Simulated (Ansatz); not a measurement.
# CHNSi+ (doublet): from Hartree-Fock to the top rungs, cc-pVTZ

Aim: climb from Hartree-Fock through coupled cluster for CHNSi+ (doublet) at one geometry and basis, and see what each rung misses.

Computed with Ansatz 0.2.0, Gaussian basis. Level: cc-pVTZ, core rule «outside noble gas», up to 7 orbitals frozen.

Plan: UHF; CCSD(T) on ROHF; CCSD(T) on UHF; BCCD(T) on ROHF; CCSDT(Q) on ROHF; CCSDT(Q) on UHF.

6 further runs of the same task are left out: 6 set aside as unsound or not needed.

### 1 The system

The geometry is a PBE0/def2-TZVP stationary point (not a proven minimum) of the parent state, kept for this charge and spin.

4 atoms, charge 1, spin multiplicity 2.

Atoms are counted from 1 here; the program's logs count them from 0.

Bond lengths: C1–N2 1.210 Å, C1–H4 1.080 Å, N2–Si3 1.677 Å. Angles: N2–C1–H4 141.6°, C1–N2–Si3 175.8°.

Geometry (Å):

```
C     0.00000   -0.20374    0.79744
N    -0.00001   -0.10376   -0.40886
Si    0.00000   -0.08703   -2.08565
H     0.00000    0.39453    1.69707
```

### 2 UHF

Contents of in.yaml:

```yaml
crystal:
  periodic: [false, false, false]
  atoms:
    - {symbol: C, position_ang: [0.000003, -0.203741, 0.797438]}
    - {symbol: N, position_ang: [-0.000006, -0.103756, -0.408858]}
    - {symbol: Si, position_ang: [0.000001, -0.087034, -2.085648]}
    - {symbol: H, position_ang: [0.000003, 0.394532, 1.697068]}
basis:
  gaussian: {orbitals: cc-pVTZ}
total_charge: 1
magnetization: {spin_polarized: true, initial_magnetization: 1}
hamiltonian: {xc: hf}
output: {orbitals: {seedname: orbitals}}
```

On the command line:

```
ansatz run in.yaml --threads 1 --pin off --events-out ev --progress --plain --max-ram 4096MiB --backend cpu
```

After this run come: CCSD(T) on ROHF; CCSD(T) on UHF; BCCD(T) on ROHF; CCSDT(Q) on ROHF; CCSDT(Q) on UHF.

Q: Predict the results of all the runs planned. Wanted: RCCSDT(Q) below the RHF energy; RMP2 from RCCSDT(Q); UMP2 from RCCSDT(Q); RCCSD from RCCSDT(Q); RCCSD(T) from RCCSDT(Q); UCCSD(T) from RCCSDT(Q); UCCSDT(Q) from RCCSDT(Q); T1 diagnostic.

The runs gave:

| quantity | value |
| --- | --- |
| RCCSDT(Q) below the RHF energy | -12.2085 eV |
| RMP2 from RCCSDT(Q) | +1366.8 meV |
| UMP2 from RCCSDT(Q) | +1453.8 meV |
| RCCSD from RCCSDT(Q) | +706.8 meV |
| RCCSD(T) from RCCSDT(Q) | +70.9 meV |
| UCCSD(T) from RCCSDT(Q) | +78.6 meV |
| UCCSDT(Q) from RCCSDT(Q) | -5.7 meV |
| levels within 1 kcal/mol (43 meV) | UCCSDT(Q) |
| T1 diagnostic | 0.053 |

What this shows: RCCSD(T) lands +70.9 meV from the yardstick (0.6 % of the correlation energy). These misses are within one basis, not against nature; the frozen cores of restricted and unrestricted runs differ, which can shift their rows.
